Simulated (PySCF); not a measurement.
Compound: CH₇AlSi.
SMILES with atom numbers: `[AlH2:1][CH2:2][SiH3:3]` (hydrogens: H4, H5 on Al1; H6, H7 on C2; H8, H9, H10 on Si3)

Geometry (PBE0-D3(BJ)/def2-SVP, Å), atoms numbered from 1 in this order:
```xyz
10
CH7AlSi angstrom
Al     1.7326    0.4528   -0.0231
C      0.1033   -0.6064   -0.2311
Si    -1.3616    0.0186    0.7635
H      2.8079    0.0478    1.0772
H      1.9672    1.7261   -0.9480
H     -0.2012   -0.6085   -1.2932
H      0.2917   -1.6511    0.0733
H     -2.5896   -0.8114    0.5559
H     -1.6894    1.4295    0.3821
H     -1.0432    0.0120    2.2272
```

Computed with TDDFT PBE0/def2-SVPD, vertical, gas phase, core orbitals frozen in the response (PySCF 2.14.0, density-fitted response routines).

Kohn–Sham orbitals with the atoms that hold most of them (Löwdin shares over 4%, at most four atoms; ? is withheld):

| orbital | ε (eV) | atoms |
| --- | --- | --- |
| LUMO+2 | 0.72 | Al1 34%, Si3 21%, H5 9%, H4 9% |
| LUMO+1 | 0.09 | Al1 34%, Si3 19%, C2 12%, H6 7% |
| LUMO | -1.50 | Al1 57%, C2 11%, H4 10%, H5 10% |
| HOMO | -8.09 | ? |
| HOMO-1 | -8.40 | ? |
| HOMO-2 | -9.29 | Si3 32%, C2 29%, H10 11%, H9 11% |
| HOMO-3 | -9.41 | Si3 38%, H9 24%, H10 23%, C2 8% |

Problem. Give the leading atoms of the HOMO-1.

Solution. Al1 (bonded to C and 2 H) 38%; H5 (bonded to Al) 29%; H4 (bonded to Al) 28%. By element: hydrogen 56% or more, aluminium 38%.

Problem. Give the leading atoms of the HOMO.

Solution. C2 (bonded to Al, Si and 2 H) 38%; Al1 (bonded to C and 2 H) 21%; Si3 (bonded to C and 3 H) 11%; H8 (bonded to Si) 9%.

Problem. The HOMO–LUMO gap is 6.59 eV. Where does the response calculation put the lowest singlet, and from which orbitals?

Solution. S1 is at 5.20 eV (f = 0.011), 1.39 eV below the gap, made of HOMO→LUMO (98%). Without the coupling terms of the response equations the lowest excitation would equal the gap.

Problem. Give energy, strength and leading configuration of S1, S2, S3, S5 and S6, and follow the Löwdin shares of the leading atoms from the occupied to the empty orbital.

Solution. 
- S1 (5.20 eV, f 0.011), HOMO→LUMO (98%): C2 38% → 11%, Al1 21% → 57%
- S2 (5.38 eV, f 0.0000), HOMO-1→LUMO (100%): Al1 38% → 57%, H5 29% → 10%, C2 at most 4% → 11%
- S3 (6.68 eV, f 0.0093), HOMO-2→LUMO (98%): Si3 32% → at most 10%, C2 29% → 11%, Al1 at most 12% → 57%
- S5 (7.03 eV, f 0.061), HOMO→LUMO+1 (96%): C2 38% → 12%, Al1 21% → 34%, Si3 11% → 19%
- S6 (7.45 eV, f 0.0054), HOMO-1→LUMO+1 (95%): Al1 38% → 34%, H5 29% → at most 8%, Si3 at most 4% → 19%

One conformer stands for the species.
